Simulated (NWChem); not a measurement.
The numbers come from NWChem runs, not from measurements. System: AlF₃, charge 0, spin multiplicity 1, at a geometry optimised with B3LYP/def2-SVP. The structure started from a generated list of species. Level: MP2/def2-TZVP, 8 core orbitals frozen.

NWChem printed:

```
             Northwest Computational Chemistry Package (NWChem) 7.3.0
             --------------------------------------------------------

                                NWChem Input Module
                                -------------------

 Scaling coordinates for geometry "geometry" by  1.889725989
 (inverse scale =  0.529177249)

 Turning off AUTOSYM since
 SYMMETRY directive was detected!

                             Geometry "geometry" -> ""
                             -------------------------

 Output coordinates in angstroms (scale by  1.889725989 to convert to a.u.)

  No.       Tag          Charge          X              Y              Z
 ---- ---------------- ---------- -------------- -------------- --------------
    1 Al                  13.0000     0.00000000     0.00000000     0.00000200
    2 F                    9.0000     0.00000000     0.00000000     1.64568100
    3 F                    9.0000     1.42519100     0.00000000    -0.82284200
    4 F                    9.0000    -1.42519100     0.00000000    -0.82284200

 Effective nuclear repulsion energy (a.u.)     157.9793473326

            Nuclear Dipole moment (a.u.)
            ----------------------------
        X                 Y               Z
 ---------------- ---------------- ----------------
     0.0000000000     0.0000000000    -0.0000018897

      Symmetry information
      --------------------

 Group name             C2v
 Group number             16
 Group order               4
 No. of unique centers     3

      Symmetry unique atoms

     1    2    3


 Summary of "ao basis" -> "" (spherical)
 ------------------------------------------------------------------------------
       Tag                 Description            Shells   Functions and Types
 ---------------- ------------------------------  ------  ---------------------
 *                         def2-tzvp                  on all atoms

 Summary of "ao basis" -> "ao basis" (spherical)
 ------------------------------------------------------------------------------
       Tag                 Description            Shells   Functions and Types
 ---------------- ------------------------------  ------  ---------------------
 Al                        def2-tzvp                13       37   5s5p2d1f
 F                         def2-tzvp                11       31   5s3p2d1f

                                 NWChem SCF Module
                                 -----------------

  ao basis        = "ao basis"
  functions       =   130
  atoms           =     4
  closed shells   =    20
  open shells     =     0
  charge          =   0.00
  wavefunction    = RHF
  use symmetry    = T
  symmetry adapt  = T

 Summary of "ao basis" -> "ao basis" (spherical)
 ------------------------------------------------------------------------------
       Tag                 Description            Shells   Functions and Types
 ---------------- ------------------------------  ------  ---------------------
 Al                        def2-tzvp                13       37   5s5p2d1f
 F                         def2-tzvp                11       31   5s3p2d1f

      Symmetry analysis of basis
      --------------------------

        a1         51
        a2         16
        b1         37
        b2         26

 Forming initial guess at       0.1s

      Superposition of Atomic Density Guess
      -------------------------------------

 Sum of atomic energies:        -540.12905898

      Non-variational initial energy
      ------------------------------

 Total energy =    -540.257333
 1-e energy   =   -1068.300234
 2-e energy   =     370.063554
 HOMO         =      -0.668027
 LUMO         =      -0.091404

      Symmetry analysis of molecular orbitals - initial
      -------------------------------------------------

  Numbering of irreducible representations:

     1 a1          2 a2          3 b1          4 b2

  Orbital symmetries:

     1 a1          2 a1          3 b1          4 a1          5 a1
     6 b1          7 a1          8 b2          9 a1         10 b1
    11 a1         12 a1         13 a1         14 b1         15 b2
    16 a1         17 b1         18 a2         19 b2         20 b1
    21 a1         22 b2         23 b1         24 a1         25 a1
[...]
   Bfn.  Coefficient  Atom+Function         Bfn.  Coefficient  Atom+Function
  ----- ------------  ---------------      ----- ------------  ---------------
    75      0.338375  3 F  py               106     -0.338375  4 F  py
    78      0.299906  3 F  py               109     -0.299906  4 F  py
    81      0.177369  3 F  py               112     -0.177369  4 F  py

 Vector   19  Occ=2.000000D+00  E=-6.474633D-01  Symmetry=b2
              MO Center=  1.8D-09, -8.4D-16,  8.0D-01, r^2= 2.5D+00
   Bfn.  Coefficient  Atom+Function         Bfn.  Coefficient  Atom+Function
  ----- ------------  ---------------      ----- ------------  ---------------
    44      0.390728  2 F  py                47      0.346308  2 F  py
    50      0.204812  2 F  py                75     -0.195355  3 F  py
   106     -0.195355  4 F  py                78     -0.173145  3 F  py
   109     -0.173145  4 F  py

 Vector   20  Occ=2.000000D+00  E=-6.328751D-01  Symmetry=b1
              MO Center=  1.0D-13,  6.9D-18,  6.3D-06, r^2= 3.1D+00
   Bfn.  Coefficient  Atom+Function         Bfn.  Coefficient  Atom+Function
  ----- ------------  ---------------      ----- ------------  ---------------
    43      0.284821  2 F  px                46      0.247112  2 F  px
    76     -0.246659  3 F  pz               107      0.246659  4 F  pz
    79     -0.214003  3 F  pz               110      0.214003  4 F  pz

 Vector   21  Occ=0.000000D+00  E= 4.799812D-02  Symmetry=a1
              MO Center=  7.8D-16, -6.2D-17,  1.3D-05, r^2= 4.4D+00
   Bfn.  Coefficient  Atom+Function         Bfn.  Coefficient  Atom+Function
  ----- ------------  ---------------      ----- ------------  ---------------
     5      1.329660  1 Al s                 42     -0.285223  2 F  s
    73     -0.285220  3 F  s                104     -0.285220  4 F  s
     3     -0.160661  1 Al s

 Vector   22  Occ=0.000000D+00  E= 8.099294D-02  Symmetry=b2
              MO Center= -6.4D-16,  4.1D-18,  6.0D-06, r^2= 5.7D+00
   Bfn.  Coefficient  Atom+Function         Bfn.  Coefficient  Atom+Function
  ----- ------------  ---------------      ----- ------------  ---------------
    19      1.019261  1 Al py                16      0.190209  1 Al py
    50     -0.174109  2 F  py                81     -0.174108  3 F  py
   112     -0.174108  4 F  py

 Vector   23  Occ=0.000000D+00  E= 1.579411D-01  Symmetry=b1
              MO Center= -3.9D-13,  2.7D-15,  1.5D-01, r^2= 7.9D+00
   Bfn.  Coefficient  Atom+Function         Bfn.  Coefficient  Atom+Function
  ----- ------------  ---------------      ----- ------------  ---------------
    18      1.482062  1 Al px                73     -0.646329  3 F  s
   104      0.646329  4 F  s                 49     -0.154222  2 F  px

 center of mass
 --------------
 x =   0.00000000 y =   0.00000000 z =  -0.00000007

 moments of inertia (a.u.)
 ------------------
         275.611792608906           0.000000000000           0.000000000000
           0.000000000000         551.219168897687           0.000000000000
           0.000000000000           0.000000000000         275.607376288780

  Mulliken analysis of the total density
  --------------------------------------

    Atom       Charge   Shell Charges
 -----------   ------   -------------------------------------------------------
    1 Al  13    11.72   2.00  0.65  1.34  0.42  0.00  2.93  2.28  0.83  0.58  0.05  0.34  0.12  0.17
    2 F    9     9.43   0.77  1.20  0.59  1.01  0.34  2.24  2.30  0.97  0.00  0.01  0.00
    3 F    9     9.43   0.77  1.20  0.59  1.01  0.34  2.24  2.30  0.97  0.00  0.01  0.00
    4 F    9     9.43   0.77  1.20  0.59  1.01  0.34  2.24  2.30  0.97  0.00  0.01  0.00

       Multipole analysis of the density wrt the origin
       ------------------------------------------------

     L   x y z        total         open         nuclear
     -   - - -        -----         ----         -------
     0   0 0 0     -0.000000      0.000000     40.000000

     1   1 0 0     -0.000000      0.000000      0.000000
     1   0 1 0     -0.000000      0.000000      0.000000
     1   0 0 1      0.000008      0.000000     -0.000002

     2   2 0 0    -23.224740      0.000000    130.561857
     2   1 1 0     -0.000000      0.000000      0.000000
     2   1 0 1     -0.000000      0.000000      0.000000
     2   0 2 0    -15.147271      0.000000      0.000000
     2   0 1 1      0.000000      0.000000      0.000000
     2   0 0 2    -23.224857      0.000000    130.563949

                   NWChem MP2 Semi-direct Energy/Gradient Module
                   ---------------------------------------------

  Basis functions       =    130
  Molecular orbitals    =    130
  Frozen core           =      8
  Frozen virtuals       =      0
  Active alpha occupied =     12
  Active beta occupied  =     12
  Active alpha virtual  =    110
  Active beta virtual   =    110
  Use MO symmetry       = T
  Use skeleton AO sym   = T

  AO/Fock/Back tols     =   1.0D-09  1.0D-09  1.0D-09

 GA uses MA = F    GA memory limited = T

 Available:
  local mem=  1.26D+08
 global mem=  1.44D+08
 local disk=  0.00D+00
  mp2_memr nvloc                   110
  nvloc new                   110
   1 passes of  12:        5242880                     100449                  35093702.
   1 passes of  12: M    126149187           G      144145400           F     120906307.

 Semi-direct pass number   1 of   1  for RHF alpha+beta  at        2.9s
  vrange nnbf                  7813
  mp2_eaftype                   133  avail_ma_in_mb                  1099
 EAF : mp2_eaftype filesize         133   17546851.
  mp2_eaf for mointskh                    133
Node 0 wrote     82.5 Mb in      0.0 s     Agg I/O rate:  1711.6 Mb/s
 Done moints_semi at        8.8s
  mp2_eaftype                   133  avail_ma_in_mb                   966
 EAF : mp2_eaftype filesize         133   17546851.
  mp2_eaf for kh                   133
 Done maket at        9.3s
 Done multipass loop at        9.3s

          -------------------------------------------
          SCF energy                -540.616286921982
          Correlation energy          -0.825231961839
          Singlet pairs               -0.498475386458
          Triplet pairs               -0.326756575381
          Total MP2 energy          -541.441518883821
          -------------------------------------------

          ---------------------------------------------------
                    Spin Component Scaled (SCS) MP2
          Same spin pairs                     -0.217837716920
          Same spin scaling factor             0.333333333333
          Opposite spin pairs                 -0.607394244919
          Opposite spin scaling fact.          1.200000000000
          SCS-MP2 correlation energy          -0.801485666209
          Total SCS-MP2 energy              -541.417772588191
          ---------------------------------------------------

 -----------------------
 Performance information
 -----------------------

 Timer overhead =  1.70D-07 seconds/call

               Nr. of calls         CPU time (s)                 Wall time (s)                GFlops
             ---------------    -------------------     ------------------------------   -------------------
Name         Min   Avg   Max    Min     Avg     Max     Min     Avg     Max   Mx/calls   Min     Max     Sum
mp2: moin     1     1     1    6.0     6.0     6.0      6.0     6.0     6.0     6.0      0.0     0.0     0.0
mp2: make     1     1     1   0.44    0.44    0.44     0.44    0.44    0.44    0.44      0.0     0.0     0.0
mp2: tota     1     1     1    6.5     6.5     6.5      6.5     6.5     6.5     6.5      0.0     0.0     0.0

 The average no. of pstat calls per process was 3.00D+00
 with a timing overhead of 5.10D-07s

 Task  times  cpu:        9.2s     wall:        9.2s

 Total times  cpu:        9.3s     wall:        9.3s
```

Question: Write an NWChem input that would produce this output.

Answer: This is not unique; one that fits is 
```
start mol
memory heap 200 mb stack 900 mb global 1100 mb
geometry units angstroms nocenter noautoz
  Al     0.000000     0.000000     0.000002
  F      0.000000     0.000000     1.645681
  F      1.425191     0.000000    -0.822842
  F     -1.425191     0.000000    -0.822842
  symmetry group C2v
end
basis spherical
  * library def2-tzvp
end
scf
  rhf
  nopen 0
  maxiter 100
  thresh 1e-7
  semidirect memsize 60000000 filesize 0
end
mp2
  freeze core 8
end
task mp2 energy
```
